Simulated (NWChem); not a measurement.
System: Be

The following NWChem deck was run.

```
start job
memory heap 200 mb stack 900 mb global 1100 mb
geometry units angstroms noautosym nocenter noautoz
  Be     0.000000     0.000000     0.000000
end
basis spherical
  * library 6-31+g*
end
dft
  xc xcamb88 1.00 lyp 0.81 vwn_5 0.19 hfexch 1.00
  cam 0.33 cam_alpha 0.19 cam_beta 0.46
  iterations 150
end
property
  response 1 0.0
end
task dft property
```

NWChem printed, in part:

```
             Northwest Computational Chemistry Package (NWChem) 7.3.0
             --------------------------------------------------------

                             Geometry "geometry" -> ""
                             -------------------------

 Output coordinates in angstroms (scale by  1.889725989 to convert to a.u.)

  No.       Tag          Charge          X              Y              Z
 ---- ---------------- ---------- -------------- -------------- --------------
    1 Be                   4.0000     0.00000000     0.00000000     0.00000000

 Effective nuclear repulsion energy (a.u.)       0.0000000000

                              NWChem Property Module
                              ----------------------

                                 NWChem DFT Module
                                 -----------------

 Summary of "ao basis" -> "ao basis" (spherical)
 ------------------------------------------------------------------------------
       Tag                 Description            Shells   Functions and Types
 ---------------- ------------------------------  ------  ---------------------
 Be                         6-31+g*                  8       18   4s3p1d

            General Information
            -------------------
          SCF calculation type: DFT
          Wavefunction type:  closed shell.
          No. of atoms     :     1
          No. of electrons :     4
           Alpha electrons :     2
            Beta electrons :     2
          Charge           :     0
          Spin multiplicity:     1
          Use of symmetry is: off; symmetry adaption is: off
          Maximum number of iterations: 150
          AO basis - number of functions:    18
                     number of shells:     8
          Convergence on energy requested:  1.00D-06
          Convergence on density requested:  1.00D-05
          Convergence on gradient requested:  5.00D-04

              XC Information
              --------------
                     Hartree-Fock (Exact) Exchange  1.000
                   CAM-Becke88 Exchange Functional  1.000
                      VWN V Correlation Functional  0.190 local
              Lee-Yang-Parr Correlation Functional  0.810

           Range-Separation Parameters
           ---------------------------
           Alpha           :  0.19
           Beta            :  0.46
           Gamma           :  0.33
           Short-Range HF  :     F

             Grid Information
             ----------------
          Grid used for XC integration:  medium
          Radial quadrature: Mura-Knowles
          Angular quadrature: Lebedev.
          Tag              B.-S. Rad. Rad. Pts. Rad. Cut. Ang. Pts.
          ---              ---------- --------- --------- ---------
          Be                  1.05       49          11.0       434
          Grid pruning is: on
          Number of quadrature shells:    49
          Spatial weights used:  Erf1

      Superposition of Atomic Density Guess
      -------------------------------------

 Sum of atomic energies:         -14.56959629

      Non-variational initial energy
      ------------------------------

 Total energy =     -14.569596
 1-e energy   =     -19.081037
 2-e energy   =       4.511441
 HOMO         =      -0.307177
 LUMO         =       0.029968

   convergence    iter        energy       DeltaE   RMS-Dens  Diis-err
 ---------------- ----- ----------------- --------- --------- ---------
 d= 0,ls=0.0,diis     1    -14.6465183968 -1.46D+01  4.05D-03  9.97D-03
 d= 0,ls=0.0,diis     2    -14.6472511764 -7.33D-04  3.57D-04  1.87D-05
 d= 0,ls=0.0,diis     3    -14.6472564832 -5.31D-06  7.09D-05  4.94D-08
 d= 0,ls=0.0,diis     4    -14.6472565272 -4.40D-08  1.17D-05  8.65D-10
 d= 0,ls=0.0,diis     5    -14.6472565279 -6.28D-10  2.94D-07  5.20D-13

         Total DFT energy =      -14.647256527875
      One electron energy =      -19.099677137849
           Coulomb energy =        7.202775390898
    Exchange-Corr. energy =       -2.750354780924
 Nuclear repulsion energy =        0.000000000000

 Numeric. integr. density =        3.999999991843

                       DFT Final Molecular Orbital Analysis
                       ------------------------------------

 Vector    1  Occ=2.000000D+00  E=-4.148102D+00
              MO Center=  5.1D-17,  2.3D-17, -1.5D-17, r^2= 6.7D-02
   Bfn.  Coefficient  Atom+Function         Bfn.  Coefficient  Atom+Function
  ----- ------------  ---------------      ----- ------------  ---------------
     1      0.996478  1 Be s                  2      0.037064  1 Be s

 Vector    2  Occ=2.000000D+00  E=-2.807303D-01
              MO Center=  9.9D-16,  5.0D-16, -1.1D-16, r^2= 2.3D+00
   Bfn.  Coefficient  Atom+Function         Bfn.  Coefficient  Atom+Function
  ----- ------------  ---------------      ----- ------------  ---------------
     6      0.631608  1 Be s                  2      0.347448  1 Be s
     1     -0.223197  1 Be s                 10      0.105725  1 Be s

 Vector    3  Occ=0.000000D+00  E=-1.061701D-02
              MO Center= -1.5D-17,  2.2D-16, -3.2D-17, r^2= 7.9D+00
   Bfn.  Coefficient  Atom+Function         Bfn.  Coefficient  Atom+Function
  ----- ------------  ---------------      ----- ------------  ---------------
    12      0.529412  1 Be py                 4      0.334225  1 Be py
     8      0.322280  1 Be py                13     -0.148309  1 Be pz
     5     -0.093630  1 Be pz                 9     -0.090283  1 Be pz
    11     -0.079835  1 Be px                 3     -0.050401  1 Be px
     7     -0.048600  1 Be px

 Vector    4  Occ=0.000000D+00  E=-1.061701D-02
              MO Center= -6.6D-16, -9.9D-17,  7.3D-17, r^2= 7.9D+00
   Bfn.  Coefficient  Atom+Function         Bfn.  Coefficient  Atom+Function
  ----- ------------  ---------------      ----- ------------  ---------------
    11      0.549695  1 Be px                 3      0.347030  1 Be px
     7      0.334628  1 Be px                12      0.074030  1 Be py
     4      0.046736  1 Be py                 8      0.045066  1 Be py
    13     -0.031642  1 Be pz

 Vector    5  Occ=0.000000D+00  E=-1.061701D-02
              MO Center= -8.0D-18,  5.8D-19, -2.5D-16, r^2= 7.9D+00
   Bfn.  Coefficient  Atom+Function         Bfn.  Coefficient  Atom+Function
  ----- ------------  ---------------      ----- ------------  ---------------
    13      0.534462  1 Be pz                 5      0.337413  1 Be pz
     9      0.325355  1 Be pz                12      0.151291  1 Be py
     4      0.095512  1 Be py                 8      0.092099  1 Be py

 *** CALLING NEW AORESP DRIVER FOR CLOSED AND OPEN SHELLS ***
 Entering AOResponse driver routine

--------------------------------------------------------------------------------

          -----------------------------------------------
          Solving response equations for perturbing field
          -----------------------------------------------

 number of frequencies:     1
 frequency in a.u.:  0.0000000E+00
 Perturbing field: electric
 Using El. Dipole Length Gauge

 Setting up CPKS with frequency omega =      0.00000000 a.u.

 STATIC response

                                NWChem CPHF Module
                                ------------------

  scftype          =     RHF
  nclosed          =        2
  nopen            =        0
  variables        =       32
  # of vectors     =        3
  tolerance        = 0.10D-03
  level shift      = 0.00D+00
  max iterations   =       50
  max subspace     =       30

 SCF residual:    3.8341053593098630E-008

Iterative solution of linear equations
  No. of variables       32
  No. of equations        3
  Maximum subspace       30
        Iterations       50
       Convergence  1.0D-04

   iter   nsub   residual    time
   ----  ------  --------  ---------
     1      3    1.12D+00       0.1
     2      6    1.41D-01       0.1
     3      9    1.51D-02       0.2
     4     12    1.98D-04       0.2
     5     15    1.78D-05       0.2

 Electric Dipole Response Matrix (nonzero elements):

              1        2        3
    1   43.0710   0.0000   0.0000
    2   -0.0000  43.0710  -0.0000
    3    0.0000   0.0000  43.0710

 ------------------------------------------
 average:        43.07100 + I       0.00000

 DFT Linear Response polarizability / au
 Frequency  =       0.0000000 / au
              X              Y              Z
 -----------------------------------------------
 X      43.0710022      0.0000000      0.0000000
 Y      -0.0000000     43.0710022     -0.0000000
 Z       0.0000000      0.0000000     43.0710022
 -----------------------------------------------
 Eigenvalues =      43.0710022     43.0710022     43.0710022
 Isotropic   =      43.0710022
 Anisotropic =       0.0000000
 -----------------------------------------------

 Magnetic Dipole Response Matrix (nonzero elements):

 Exiting AOResponse driver routine
```

Level: CAM-B3LYP/6-31+G* (spherical d).
